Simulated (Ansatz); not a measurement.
Z-matrix (Å, degrees):
```
C
C 1 1.488
H 1 1.094 2 110.8
H 1 1.094 2 110.7 3 118.3
H 1 1.089 2 111.7 3 -120.8
C 2 1.327 1 125.1 3 120.4
H 2 1.083 1 118.8 3 -60.5
S 6 1.740 2 125.0 1 171.3
F 6 1.349 2 120.3 1 -3.8
C 8 1.804 6 100.6 2 128.9
H 10 1.090 8 106.3 6 176.3
H 10 1.089 8 110.7 6 58.1
H 10 1.090 8 110.9 6 -64.9
```

Total charge 0; spin multiplicity 1.

(1) List the r2SCAN/def2-TZVPP orbital energies in eV (Ansatz 0.2.0). (Estimate.)

## Answers

(1) The calculation gave: Occupied: -2409.32, -666.64, -275.69, -273.82, -273.27, -273.11, -213.71, -157.81, -157.71, -157.54, -32.29, -21.48, -20.31, -18.29, -16.43, -14.81, -12.70, -12.20, -11.82, -11.00, -10.75, -10.48, -10.16, -9.50, -9.34, -8.33, -6.68, -5.56. Lowest empty: -0.75, 0.60, 1.30, 1.58, 2.11, 2.68, 2.91, 3.22.
